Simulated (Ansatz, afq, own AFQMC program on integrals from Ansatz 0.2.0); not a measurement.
# Breaking Al2–O3 in CH3AlO, singlet

```xyz
6

C    -0.4126    0.4983   -0.3154
Al    0.6980   -0.8430    0.5336
O     1.6173   -1.9531    1.2363
H     0.0681    1.4873   -0.2640
H    -1.3915    0.5622    0.1840
H    -0.5793    0.2483   -1.3745
```

Products: CH3Al (singlet, the lower of two spins tried; CH3–Al) and O (triplet), each relaxed with PBE0/def2-SVP like the molecule; electronic energies without zero-point terms. Determinants: RHF, RHF and UHF in that order.

Basis def2-TZVP. Noble-gas cores (and the filled d shells of Ga–Kr and In–Xe) are frozen. Integrals, coupled cluster, full CI and functionals: Ansatz 0.2.0; the random walks run on the same integrals in our own AFQMC program. The CISD trial takes its coefficients from CCSD amplitudes. Released means that phaseless walkers are propagated on without the constraint, phases kept. Uncertainties: one standard error, sampling alone. The errors of all members are added in quadrature.

No full CI on the walks' own integrals is used here. The released AFQMC energy serves as the reference, which it does only where one determinant dominates, the energy is flat over the last release times and near the phaseless one (40 meV or 2 meV an electron, half that with transition metals). On small molecules, where full CI could be run and the noise was under 10 meV, such values lay within 10 meV of it in 19 cases of 20, a flattering rate, since the rule was set on those same cases; what remains of the bias isn't in the error bar. Each member takes its own surest rung, up to full CI.

The best estimate is CCSD(T) at the basis-set limit (CBS: def2-TZVPP and def2-QZVPP, with their diffuse functions for anions and beside diffuse sets, CCSD(T) itself extrapolated) plus the step from CCSD(T) to AFQMC with the constraint released in def2-TZVP. Rows without CBS are in def2-TZVP; B2PLYP and the wave-function rows carry a basis error of their own. Core correlation and relativity beyond core potentials are missing, and ± holds the sampling alone.

Cautions: CH₃AlO (singlet): higher spins were not checked, raised T1 diagnostic (T1 0.024, weight of the determinant 0.83, largest double 0.04), the released value is read at 1.50 1/Eh with a noise of 12 meV, more than in the cases checked (meV from the phaseless value at times in 1/Eh: -15 ± 5 at 0.24, -25 ± 8 at 0.51, -21 ± 9 at 0.99, -30 ± 12 at 1.50); CH₃Al (singlet): restricted determinant unstable towards unrestricted (UHF 6 meV lower, ⟨S²⟩ 0.11).

```csv
level,bond energy (kcal/mol)
PBE0,119.6
wB97M-V,121.7
B3LYP,121.6
```

(1) From these cheaper values, estimate the bond energy at the level of the best estimate.

(1) 126.5 ± 0.3 kcal/mol (best estimate, highest rung released AFQMC).

| level | bond energy (kcal/mol) | error against the best estimate (kcal/mol) |
| --- | --- | --- |
| HF | 58.2 | -68.3 ± 0.3 |
| MP2 | 135.1 | 8.6 ± 0.3 |
| CCSD | 111.6 | -14.9 ± 0.3 |
| CCSD(T) | 118.7 | -7.7 ± 0.3 |
| ph-AFQMC/CISD | 119.3 ± 0.2 | -7.2 ± 0.3 |
| released AFQMC | 119.8 ± 0.3 | -6.6 |
| HF/CBS | 59.1 | -67.3 ± 0.3 |
| MP2/CBS | 141.9 | 15.4 ± 0.3 |
| CCSD(T)/CBS | 125.5 | -1.0 ± 0.3 |
| PBE | 132.7 | 6.3 ± 0.3 |
| r2SCAN | 128.5 | 2.0 ± 0.3 |
| B2PLYP | 125.6 | -0.8 ± 0.3 |

Correlation beyond CCSD(T) adds 1.0 ± 0.3 kcal/mol. Going to the basis-set limit adds 6.8 kcal/mol at CCSD(T). The perturbative (T) step is worth +7.1 kcal/mol. The functionals spread over 13.1 kcal/mol; B2PLYP and r2SCAN come nearest and PBE0 is 6.8 kcal/mol too low.

Best estimates are given only where the step beyond CCSD(T) is under 0.3 eV and no member's determinant is very poor (T1 over 0.05, or 0.07 for open shells, ⟨S²⟩ too high by 0.3, two states mixed), so the hardest cases are missing from such tables.

The functionals ran in a triple-zeta set and keep a basis error of their own, a few kJ/mol for each bond in atomization energies and more for double hybrids, so close places among them and the extrapolated levels can swap.

Each member of a difference takes its own highest rung, so a best estimate needn't equal the limit plus the step of one row. A walk keeps the symmetry of its determinant, which the program's search chose and which needn't be the lowest solution, so a lower state of the same spin and another symmetry isn't excluded. Released energies are given only where the last usable release times agree within the noise; a slower fall can still hide under it.
